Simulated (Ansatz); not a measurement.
# AlPH₃ (doublet): B2PLYP, RPA-PBE over vertical spin and charge gaps and displaced geometries, cc-pVDZ

How well do these functionals follow the top wave-function level for AlPH₃ (doublet) over vertical spin and charge gaps and displaced geometries?

Computed with Ansatz 0.2.0, Gaussian basis. Level: cc-pVDZ, all electrons in the functionals, frozen cores in the correlation of double hybrids and RPA.

Plan: B2PLYP, RPA-PBE, at charge 0, doublet; charge 0, quartet; charge 1, singlet; charge 1, triplet; displaced geometry v1; displaced geometry v2.

21 further runs of the same task are left out: 7 that didn't finish, 14 set aside as unsound or not needed.

## (1) The system

The geometry is a PBE0/def2-TZVP stationary point (not a proven minimum).

5 atoms, charge 0, spin multiplicity 2.

Atoms are counted from 1 here; the program's logs count them from 0.

Bond lengths: Al1–P2 2.345 Å, Al1–H3 1.606 Å, P2–H4 1.424 Å, P2–H5 1.419 Å. Angles: P2–Al1–H3 115.6°, Al1–P2–H4 91.6°, Al1–P2–H5 95.5°, H4–P2–H5 94.5°.

No dispersion term is added.

The geometry shown and the zero of energy belong to the point charge 0, doublet. The yardstick, UCCSDT(Q), and other wave-function levels (R restricted, U unrestricted, valence and pair active spaces) come from earlier runs.

## (2) B2PLYP, charge 0, doublet

in.yaml

```yaml
crystal:
  periodic: [false, false, false]
  atoms:
    - {symbol: Al, position_ang: [0.042298, -0.119616, 1.254150]}
    - {symbol: P, position_ang: [-0.090450, 0.068392, -1.079457]}
    - {symbol: H, position_ang: [-0.052697, 1.261982, 2.066825]}
    - {symbol: H, position_ang: [1.035122, 0.939745, -1.114035]}
    - {symbol: H, position_ang: [0.664801, -1.101382, -1.353659]}
basis:
  gaussian: {orbitals: cc-pVDZ}
magnetization: {spin_polarized: true, initial_magnetization: 1}
hamiltonian: {xc: {name: B2PLYP}}
correlation: {electrons: outside_noble_gas}
```

On the command line:

```
$ ansatz run in.yaml --threads 1 --pin off --events-out ev --progress --plain --max-ram 2393MiB
```

Standard output:

```text
Functional definition: B2PLYP
  name "B2PLYP"
  cite "Grimme, J. Chem. Phys. 124, 034108 (2006) doi:10.1063/1.2148954"
  cite "Becke, Phys. Rev. A 38, 3098 (1988) doi:10.1103/PhysRevA.38.3098"
  cite "Lee, Yang & Parr, Phys. Rev. B 37, 785 (1988) doi:10.1103/PhysRevB.37.785"
  parameter a = 0.53
  parameter c = 0.27
  exchange = (1 - a)*b88_x + a*exact_x
  correlation = (1 - c)*lyp_c + c*(mp2_os + mp2_ss)
503 factors; integrals over basis functions are off by at most 1.2e-3 eV
mean field evaluation 1: about -15923.8178 eV, gradient 7.8e0 eV
mean field evaluation 2: about -15923.8326 eV, gradient 7.8e0 eV
mean field evaluation 4: about -15924.4859 eV, gradient 9.6e-1 eV
mean field evaluation 8: about -15924.5045 eV, gradient 4.1e-2 eV
mean field evaluation 16: about -15924.5045 eV, gradient 2.2e-4 eV
mean field -15924.50452853 eV, -585.2147474066 hartree, gradient 3.8e-6 eV, S^2 0.754191; 0 other end points of the search recorded, 0 dependent functions left out
10 core orbitals not correlated: weight in the atoms' cores, before any rotation towards them, 1.000 or more for the frozen orbitals, at most 0.000 for the correlated occupied ones
reference -15924.50466893 eV, -585.2147525662 hartree; 6, 5 occupied and 35, 36 virtual orbitals, 503 factors
second order -5.99801654 eV of doubles, -0.00000000 eV of singles
Total energy: -15926.12413339 eV, -585.2742667876 hartree
```

Run time: 2.4 s. Hardware: 1 thread of Arm Neoverse V1, shared host.

From the report: ⟨S²⟩ of the determinant 0.754 (pure doublet: 0.75).

## (3) B2PLYP, charge 0, quartet

in.yaml: that of step 2 with these lines changed.

```diff
@@ -10,3 +10,3 @@
   gaussian: {orbitals: cc-pVDZ}
-magnetization: {spin_polarized: true, initial_magnetization: 1}
+magnetization: {spin_polarized: true, initial_magnetization: 3}
 hamiltonian: {xc: {name: B2PLYP}}
```

Same command.

Standard output, cut to the lines that bear on the results:

```text
Functional definition: B2PLYP
  name "B2PLYP"
  cite "Grimme, J. Chem. Phys. 124, 034108 (2006) doi:10.1063/1.2148954"
  cite "Becke, Phys. Rev. A 38, 3098 (1988) doi:10.1103/PhysRevA.38.3098"
  cite "Lee, Yang & Parr, Phys. Rev. B 37, 785 (1988) doi:10.1103/PhysRevB.37.785"
[...]
503 factors; integrals over basis functions are off by at most 1.2e-3 eV
[...]
mean field -15920.78888960 eV, -585.0782001946 hartree, gradient 8.7e-6 eV, S^2 3.761379; 2 other end points of the search recorded, 0 dependent functions left out
10 core orbitals not correlated: weight in the atoms' cores, before any rotation towards them, 1.000 or more for the frozen orbitals, at most 0.000 for the correlated occupied ones
reference -15920.78903192 eV, -585.0782054246 hartree; 7, 4 occupied and 34, 37 virtual orbitals, 503 factors
second order -5.47334831 eV of doubles, -0.00000000 eV of singles
Total energy: -15922.26683596 eV, -585.1325137215 hartree
```

It took 2.9 s on 1 thread of Arm Neoverse V1, shared host.

From the report: ⟨S²⟩ of the determinant 3.761 (pure quartet: 3.75).

From charge 0, doublet: +89.0 kcal/mol.

## (4) B2PLYP, charge 1, singlet

in.yaml: that of step 3 with these lines changed.

```diff
@@ -10,3 +10,4 @@
   gaussian: {orbitals: cc-pVDZ}
-magnetization: {spin_polarized: true, initial_magnetization: 3}
+total_charge: 1
+magnetization: {spin_polarized: true, initial_magnetization: 0}
 hamiltonian: {xc: {name: B2PLYP}}
```

Same command.

Standard output, cut to the lines that bear on the results:

```text
Functional definition: B2PLYP
  name "B2PLYP"
  cite "Grimme, J. Chem. Phys. 124, 034108 (2006) doi:10.1063/1.2148954"
  cite "Becke, Phys. Rev. A 38, 3098 (1988) doi:10.1103/PhysRevA.38.3098"
  cite "Lee, Yang & Parr, Phys. Rev. B 37, 785 (1988) doi:10.1103/PhysRevB.37.785"
[...]
503 factors; integrals over basis functions are off by at most 1.2e-3 eV
[...]
mean field -15917.09859992 eV, -584.9425845501 hartree, gradient 6.4e-6 eV, S^2 0.000000; 2 other end points of the search recorded, 0 dependent functions left out
10 core orbitals not correlated: weight in the atoms' cores, before any rotation towards them, 1.000 or more for the frozen orbitals, at most 0.000 for the correlated occupied ones
reference -15917.09874248 eV, -584.9425897890 hartree; 5, 5 occupied and 36, 36 virtual orbitals, 503 factors
second order -6.03389334 eV of doubles, -0.00000000 eV of singles
Total energy: -15918.72789368 eV, -585.0024599914 hartree
```

Wall time 3.1 s (1 thread of Arm Neoverse V1, shared host).

From the report: ⟨S²⟩ of the determinant 0.000 (pure singlet: 0.00).

From charge 0, doublet: +170.6 kcal/mol.

## (5) B2PLYP, charge 1, triplet

in.yaml: that of step 4 with these lines changed.

```diff
@@ -11,3 +11,3 @@
 total_charge: 1
-magnetization: {spin_polarized: true, initial_magnetization: 0}
+magnetization: {spin_polarized: true, initial_magnetization: 2}
 hamiltonian: {xc: {name: B2PLYP}}
```

Launched as before.

Standard output, cut to the lines that bear on the results:

```text
Functional definition: B2PLYP
  name "B2PLYP"
  cite "Grimme, J. Chem. Phys. 124, 034108 (2006) doi:10.1063/1.2148954"
  cite "Becke, Phys. Rev. A 38, 3098 (1988) doi:10.1103/PhysRevA.38.3098"
  cite "Lee, Yang & Parr, Phys. Rev. B 37, 785 (1988) doi:10.1103/PhysRevB.37.785"
[...]
503 factors; integrals over basis functions are off by at most 1.2e-3 eV
[...]
mean field -15915.49879280 eV, -584.8837927229 hartree, gradient 8.1e-6 eV, S^2 2.016956; 2 other end points of the search recorded, 0 dependent functions left out
10 core orbitals not correlated: weight in the atoms' cores, before any rotation towards them, 1.000 or more for the frozen orbitals, at most 0.000 for the correlated occupied ones
reference -15915.49893441 eV, -584.8837979268 hartree; 6, 4 occupied and 35, 37 virtual orbitals, 503 factors
second order -5.05432485 eV of doubles, -0.00000000 eV of singles
Total energy: -15916.86360212 eV, -584.9339485401 hartree
```

Wall time 3 s (1 thread of Arm Neoverse V1, shared host).

From the report: ⟨S²⟩ of the determinant 2.017 (pure triplet: 2.00).

From charge 0, doublet: +213.6 kcal/mol.

## (6) B2PLYP, displaced geometry v1

in.yaml

```yaml
crystal:
  periodic: [false, false, false]
  atoms:
    - {symbol: Al, position_ang: [0.044482, -0.111748, 1.262347]}
    - {symbol: P, position_ang: [-0.089099, 0.060117, -1.082413]}
    - {symbol: H, position_ang: [-0.003382, 1.313017, 2.021256]}
    - {symbol: H, position_ang: [0.981660, 0.927966, -1.129802]}
    - {symbol: H, position_ang: [0.568955, -1.096982, -1.420915]}
basis:
  gaussian: {orbitals: cc-pVDZ}
magnetization: {spin_polarized: true, initial_magnetization: 1}
hamiltonian: {xc: {name: B2PLYP}}
correlation: {electrons: outside_noble_gas}
```

Launched as before.

Standard output, cut to the lines that bear on the results:

```text
Functional definition: B2PLYP
  name "B2PLYP"
  cite "Grimme, J. Chem. Phys. 124, 034108 (2006) doi:10.1063/1.2148954"
  cite "Becke, Phys. Rev. A 38, 3098 (1988) doi:10.1103/PhysRevA.38.3098"
  cite "Lee, Yang & Parr, Phys. Rev. B 37, 785 (1988) doi:10.1103/PhysRevB.37.785"
[...]
504 factors; integrals over basis functions are off by at most 1.0e-3 eV
[...]
mean field -15924.44598223 eV, -585.2125958696 hartree, gradient 3.5e-6 eV, S^2 0.754475; 0 other end points of the search recorded, 0 dependent functions left out
10 core orbitals not correlated: weight in the atoms' cores, before any rotation towards them, 1.000 or more for the frozen orbitals, at most 0.000 for the correlated occupied ones
reference -15924.44612201 eV, -585.2126010067 hartree; 6, 5 occupied and 35, 36 virtual orbitals, 504 factors
second order -5.96380387 eV of doubles, -0.00000000 eV of singles
Total energy: -15926.05634906 eV, -585.2717757592 hartree
```

Wall time 2.1 s (1 thread of Arm Neoverse V1, shared host).

From the report: ⟨S²⟩ of the determinant 0.754 (pure doublet: 0.75).

From charge 0, doublet: +1.6 kcal/mol.

## (7) B2PLYP, displaced geometry v2

in.yaml

```yaml
crystal:
  periodic: [false, false, false]
  atoms:
    - {symbol: Al, position_ang: [0.129377, -0.120534, 1.249190]}
    - {symbol: P, position_ang: [-0.168245, 0.075848, -1.072823]}
    - {symbol: H, position_ang: [-0.053872, 1.237014, 2.065279]}
    - {symbol: H, position_ang: [1.117056, 0.859508, -1.097367]}
    - {symbol: H, position_ang: [0.643676, -1.200752, -1.439874]}
basis:
  gaussian: {orbitals: cc-pVDZ}
magnetization: {spin_polarized: true, initial_magnetization: 1}
hamiltonian: {xc: {name: B2PLYP}}
correlation: {electrons: outside_noble_gas}
```

Same command.

Standard output, cut to the lines that bear on the results:

```text
Functional definition: B2PLYP
  name "B2PLYP"
  cite "Grimme, J. Chem. Phys. 124, 034108 (2006) doi:10.1063/1.2148954"
  cite "Becke, Phys. Rev. A 38, 3098 (1988) doi:10.1103/PhysRevA.38.3098"
  cite "Lee, Yang & Parr, Phys. Rev. B 37, 785 (1988) doi:10.1103/PhysRevB.37.785"
[...]
504 factors; integrals over basis functions are off by at most 1.0e-3 eV
[...]
mean field -15924.27734154 eV, -585.2063984389 hartree, gradient 3.9e-6 eV, S^2 0.754532; 0 other end points of the search recorded, 0 dependent functions left out
10 core orbitals not correlated: weight in the atoms' cores, before any rotation towards them, 1.000 or more for the frozen orbitals, at most 0.000 for the correlated occupied ones
reference -15924.27748346 eV, -585.2064036540 hartree; 6, 5 occupied and 35, 36 virtual orbitals, 504 factors
second order -6.09272549 eV of doubles, -0.00000000 eV of singles
Total energy: -15925.92251934 eV, -585.2668576076 hartree
```

Wall time 2.4 s (1 thread of Arm Neoverse V1, shared host).

From the report: ⟨S²⟩ of the determinant 0.755 (pure doublet: 0.75).

From charge 0, doublet: +4.6 kcal/mol.

## (8) RPA-PBE, charge 0, doublet

in.yaml

```yaml
crystal:
  periodic: [false, false, false]
  atoms:
    - {symbol: Al, position_ang: [0.042298, -0.119616, 1.254150]}
    - {symbol: P, position_ang: [-0.090450, 0.068392, -1.079457]}
    - {symbol: H, position_ang: [-0.052697, 1.261982, 2.066825]}
    - {symbol: H, position_ang: [1.035122, 0.939745, -1.114035]}
    - {symbol: H, position_ang: [0.664801, -1.101382, -1.353659]}
basis:
  gaussian: {orbitals: cc-pVDZ}
magnetization: {spin_polarized: true, initial_magnetization: 1}
hamiltonian: {xc: {name: PBE}}
correlation: {method: rpa, electrons: outside_noble_gas}
```

The command is unchanged.

Standard output, cut to the lines that bear on the results:

```text
Functional definition: PBE
  name "PBE"
  cite "Perdew, Burke & Ernzerhof, Phys. Rev. Lett. 77, 3865 (1996) doi:10.1103/PhysRevLett.77.3865"
  parent pbe
[...]
503 factors; integrals over basis functions are off by at most 1.2e-3 eV
[...]
mean field -15924.97873584 eV, -585.2321742037 hartree, gradient 4.2e-6 eV, S^2 0.751563; 0 other end points of the search recorded, 0 dependent functions left out
10 core orbitals not correlated: weight in the atoms' cores, before any rotation towards them, 1.000 or more for the frozen orbitals, at most 0.000 for the correlated occupied ones
reference -15900.96691713 eV, -584.3497561421 hartree; 6, 5 occupied and 35, 36 virtual orbitals, 503 factors
Total energy: -15910.61878930 eV, -584.7044559020 hartree
```

Run time: 1.9 s. Hardware: 1 thread of Arm Neoverse V1, shared host.

From the report: ⟨S²⟩ of the determinant 0.752 (pure doublet: 0.75).

## (9) RPA-PBE, charge 0, quartet

in.yaml: that of step 8 with these lines changed.

```diff
@@ -10,3 +10,3 @@
   gaussian: {orbitals: cc-pVDZ}
-magnetization: {spin_polarized: true, initial_magnetization: 1}
+magnetization: {spin_polarized: true, initial_magnetization: 3}
 hamiltonian: {xc: {name: PBE}}
```

Launched as before.

Standard output, cut to the lines that bear on the results:

```text
Functional definition: PBE
  name "PBE"
  cite "Perdew, Burke & Ernzerhof, Phys. Rev. Lett. 77, 3865 (1996) doi:10.1103/PhysRevLett.77.3865"
  parent pbe
[...]
503 factors; integrals over basis functions are off by at most 1.2e-3 eV
[...]
mean field -15921.37555720 eV, -585.0997598310 hartree, gradient 6.1e-6 eV, S^2 3.754008; 4 other end points of the search recorded, 0 dependent functions left out
10 core orbitals not correlated: weight in the atoms' cores, before any rotation towards them, 1.000 or more for the frozen orbitals, at most 0.000 for the correlated occupied ones
reference -15897.45588116 eV, -584.2207279501 hartree; 7, 4 occupied and 34, 37 virtual orbitals, 503 factors
Total energy: -15906.94682445 eV, -584.5695136828 hartree
```

It took 3.3 s on 1 thread of Arm Neoverse V1, shared host.

From the report: ⟨S²⟩ of the determinant 3.754 (pure quartet: 3.75).

From charge 0, doublet: +84.7 kcal/mol.

## (10) RPA-PBE, charge 1, singlet

in.yaml: that of step 9 with these lines changed.

```diff
@@ -10,3 +10,4 @@
   gaussian: {orbitals: cc-pVDZ}
-magnetization: {spin_polarized: true, initial_magnetization: 3}
+total_charge: 1
+magnetization: {spin_polarized: true, initial_magnetization: 0}
 hamiltonian: {xc: {name: PBE}}
```

The command is unchanged.

Standard output, cut to the lines that bear on the results:

```text
Functional definition: PBE
  name "PBE"
  cite "Perdew, Burke & Ernzerhof, Phys. Rev. Lett. 77, 3865 (1996) doi:10.1103/PhysRevLett.77.3865"
  parent pbe
[...]
503 factors; integrals over basis functions are off by at most 1.2e-3 eV
[...]
mean field -15917.52980186 eV, -584.9584309291 hartree, gradient 7.0e-6 eV, S^2 0.000000; 3 other end points of the search recorded, 0 dependent functions left out
10 core orbitals not correlated: weight in the atoms' cores, before any rotation towards them, 1.000 or more for the frozen orbitals, at most 0.000 for the correlated occupied ones
reference -15893.64506862 eV, -584.0806831722 hartree; 5, 5 occupied and 36, 36 virtual orbitals, 503 factors
Total energy: -15903.15955276 eV, -584.4303340152 hartree
```

It took 3 s on 1 thread of Arm Neoverse V1, shared host.

From the report: ⟨S²⟩ of the determinant 0.000 (pure singlet: 0.00).

From charge 0, doublet: +172.0 kcal/mol.

## (11) RPA-PBE, charge 1, triplet

in.yaml: that of step 10 with these lines changed.

```diff
@@ -11,3 +11,3 @@
 total_charge: 1
-magnetization: {spin_polarized: true, initial_magnetization: 0}
+magnetization: {spin_polarized: true, initial_magnetization: 2}
 hamiltonian: {xc: {name: PBE}}
```

Same command.

Standard output, cut to the lines that bear on the results:

```text
Functional definition: PBE
  name "PBE"
  cite "Perdew, Burke & Ernzerhof, Phys. Rev. Lett. 77, 3865 (1996) doi:10.1103/PhysRevLett.77.3865"
  parent pbe
[...]
503 factors; integrals over basis functions are off by at most 1.2e-3 eV
[...]
mean field -15915.70626659 eV, -584.8914172438 hartree, gradient 7.2e-6 eV, S^2 2.006307; 0 other end points of the search recorded, 0 dependent functions left out
10 core orbitals not correlated: weight in the atoms' cores, before any rotation towards them, 1.000 or more for the frozen orbitals, at most 0.000 for the correlated occupied ones
reference -15892.40943799 eV, -584.0352745842 hartree; 6, 4 occupied and 35, 37 virtual orbitals, 503 factors
Total energy: -15901.34189289 eV, -584.3635362470 hartree
```

Run time: 1.8 s. Hardware: 1 thread of Arm Neoverse V1, shared host.

From the report: ⟨S²⟩ of the determinant 2.006 (pure triplet: 2.00).

From charge 0, doublet: +213.9 kcal/mol.

## (12) RPA-PBE, displaced geometry v1

in.yaml

```yaml
crystal:
  periodic: [false, false, false]
  atoms:
    - {symbol: Al, position_ang: [0.044482, -0.111748, 1.262347]}
    - {symbol: P, position_ang: [-0.089099, 0.060117, -1.082413]}
    - {symbol: H, position_ang: [-0.003382, 1.313017, 2.021256]}
    - {symbol: H, position_ang: [0.981660, 0.927966, -1.129802]}
    - {symbol: H, position_ang: [0.568955, -1.096982, -1.420915]}
basis:
  gaussian: {orbitals: cc-pVDZ}
magnetization: {spin_polarized: true, initial_magnetization: 1}
hamiltonian: {xc: {name: PBE}}
correlation: {method: rpa, electrons: outside_noble_gas}
```

The command is unchanged.

Standard output, cut to the lines that bear on the results:

```text
Functional definition: PBE
  name "PBE"
  cite "Perdew, Burke & Ernzerhof, Phys. Rev. Lett. 77, 3865 (1996) doi:10.1103/PhysRevLett.77.3865"
  parent pbe
[...]
504 factors; integrals over basis functions are off by at most 1.0e-3 eV
[...]
mean field -15924.88343681 eV, -585.2286720292 hartree, gradient 2.0e-6 eV, S^2 0.751632; 0 other end points of the search recorded, 0 dependent functions left out
10 core orbitals not correlated: weight in the atoms' cores, before any rotation towards them, 1.000 or more for the frozen orbitals, at most 0.000 for the correlated occupied ones
reference -15900.92489606 eV, -584.3482118961 hartree; 6, 5 occupied and 35, 36 virtual orbitals, 504 factors
Total energy: -15910.53732899 eV, -584.7014622909 hartree
```

Run time: 2 s. Hardware: 1 thread of Arm Neoverse V1, shared host.

From the report: ⟨S²⟩ of the determinant 0.752 (pure doublet: 0.75).

From charge 0, doublet: +1.9 kcal/mol.

## (13) RPA-PBE, displaced geometry v2

in.yaml

```yaml
crystal:
  periodic: [false, false, false]
  atoms:
    - {symbol: Al, position_ang: [0.129377, -0.120534, 1.249190]}
    - {symbol: P, position_ang: [-0.168245, 0.075848, -1.072823]}
    - {symbol: H, position_ang: [-0.053872, 1.237014, 2.065279]}
    - {symbol: H, position_ang: [1.117056, 0.859508, -1.097367]}
    - {symbol: H, position_ang: [0.643676, -1.200752, -1.439874]}
basis:
  gaussian: {orbitals: cc-pVDZ}
magnetization: {spin_polarized: true, initial_magnetization: 1}
hamiltonian: {xc: {name: PBE}}
correlation: {method: rpa, electrons: outside_noble_gas}
```

Same command.

Standard output, cut to the lines that bear on the results:

```text
Functional definition: PBE
  name "PBE"
  cite "Perdew, Burke & Ernzerhof, Phys. Rev. Lett. 77, 3865 (1996) doi:10.1103/PhysRevLett.77.3865"
  parent pbe
[...]
504 factors; integrals over basis functions are off by at most 1.0e-3 eV
[...]
mean field -15924.85019385 eV, -585.2274503730 hartree, gradient 2.3e-6 eV, S^2 0.751596; 0 other end points of the search recorded, 0 dependent functions left out
10 core orbitals not correlated: weight in the atoms' cores, before any rotation towards them, 1.000 or more for the frozen orbitals, at most 0.000 for the correlated occupied ones
reference -15900.67525819 eV, -584.3390378735 hartree; 6, 5 occupied and 35, 36 virtual orbitals, 504 factors
Total energy: -15910.45641256 eV, -584.6984886670 hartree
```

Run time: 1.8 s. Hardware: 1 thread of Arm Neoverse V1, shared host.

From the report: ⟨S²⟩ of the determinant 0.752 (pure doublet: 0.75).

From charge 0, doublet: +3.7 kcal/mol.

## (14) Against the wave-function levels

The yardstick is UCCSDT(Q), where the cluster series has nearly closed. It comes from earlier runs at the same points. Energies in kcal/mol, counted from charge 0, doublet; blanks weren't run or aren't comparable.

| level | doublet to quartet | ionisation to the singlet cation | ionisation to the triplet cation | displacement v1 | displacement v2 |
| --- | --- | --- | --- | --- | --- |
| UCCSDT(Q) | 85.2 |  | 211.6 | 1.7 | 4.4 |
| B2PLYP | 89.0 | 170.6 | 213.6 | 1.6 | 4.6 |
| RPA-PBE | 84.7 | 172.0 | 213.9 | 1.9 | 3.7 |

Largest miss and mean time a point (UCCSDT(Q) took 57 s a point; shared hosts):

| level | largest miss (kcal/mol) | where | time a point |
| --- | --- | --- | --- |
| B2PLYP | +3.7 | doublet to quartet | 2.6 s |
| RPA-PBE | +2.3 | ionisation to the triplet cation | 2.3 s |

## (15) What came out

| quantity | value |
| --- | --- |
| doublet to quartet, UCCSDT(Q) | 85.2 kcal/mol |
| ionisation to the triplet cation, UCCSDT(Q) | 211.6 kcal/mol |
| displacement v1, UCCSDT(Q) | 1.7 kcal/mol |
| displacement v2, UCCSDT(Q) | 4.4 kcal/mol |
| largest miss, B2PLYP | +3.7 kcal/mol (doublet to quartet) |
| largest miss, RPA-PBE | +2.3 kcal/mol (ionisation to the triplet cation) |

Misses are known at 4 of 5 points at best, and only functionals with that many are ranked. Of the functionals, RPA-PBE keep the smallest largest miss at the points compared (at most 2.3 kcal/mol) and B2PLYP strays most (3.7 kcal/mol, at doublet to quartet). Functionals and the yardstick converge differently with the basis, so part of each miss in cc-pVDZ is the basis.
